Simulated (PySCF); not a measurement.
**Bonding in CH3CH2CH2CHFCH3**

Species: CH3CH2CH2CHFCH3, C5H11F.
Atom-mapped SMILES: `[CH3:1][CH2:2][CH2:3][C@@H:4]([CH3:5])[F:6]` (hydrogens: H7, H8, H9 on C1; H10, H11 on C2; H12, H13 on C3; H14 on C4; H15, H16, H17 on C5)

Structure used (GFN2-xTB), in Å, numbered top down from 1:
```
atom  x, y, z in Å
C1     2.512    0.034   -0.252
C2     1.294   -0.119    0.649
C3    -0.010    0.069   -0.126
C4    -1.236   -0.076    0.770
C5    -2.546    0.149    0.029
F6    -1.253   -1.357    1.303
H7     3.427   -0.107    0.319
H8     2.491   -0.703   -1.052
H9     2.537    1.026   -0.698
H10    1.295   -1.112    1.103
H11    1.342    0.617    1.456
H12   -0.034    1.062   -0.578
H13   -0.068   -0.673   -0.925
H14   -1.159    0.595    1.636
H15   -2.579    1.161   -0.364
H16   -3.386    0.002    0.704
H17   -2.634   -0.557   -0.793
```

Bond orders from the PBE0/pcSseg-1 density (PySCF). Isolated species at its GFN2-xTB geometry (one conformer only).

Problem. Where do the orders between heavy atoms depart from those drawn in the SMILES?

Solution. The largest departure is 0.144, at C4–F6 (drawn single, 0.856). Drawn single, order below 0.88: C4–F6 (0.856).

Problem. Give the Mayer order of every bond, beside its length.

Solution. 
```
  bond  drawn as  length (Å)  Mayer order
 C1–C2    single       1.523        1.065
 C2–C3    single       1.528        1.026
 C3–C4    single       1.526        1.009
 C4–C5    single       1.521        1.053
 C4–F6    single       1.387        0.856
 C1–H7    single       1.087        0.968
 C1–H8    single       1.088        0.967
 C1–H9    single       1.088        0.967
C2–H10    single       1.092        0.947
C2–H11    single       1.093        0.953
C3–H12    single       1.091        0.944
C3–H13    single       1.092        0.940
C4–H14    single       1.099        0.943
C5–H15    single       1.086        0.958
C5–H16    single       1.087        0.960
C5–H17    single       1.088        0.958
```

By pair of heavy elements: C–C: lowest C3–C4 (1.009, 1.526 Å), highest C1–C2 (1.065, 1.523 Å).

Problem. Sum the orders of all bonds at each heavy atom with more than one neighbour and set the sums beside the valence in the SMILES.

Solution. C1 3.967 (drawn 4), C2 3.991 (drawn 4), C3 3.919 (drawn 4), C4 3.861 (drawn 4), C5 3.929 (drawn 4). Orders between atoms that aren't bonded are not in these sums.

The Mayer order sums products of elements of PS (density times overlap matrix) between the two atoms' basis functions, so it depends on the basis set.

The run behind these numbers computed NMR shieldings as well. The run took 18 s of wall time on one thread of an Arm Neoverse V1, shared host.
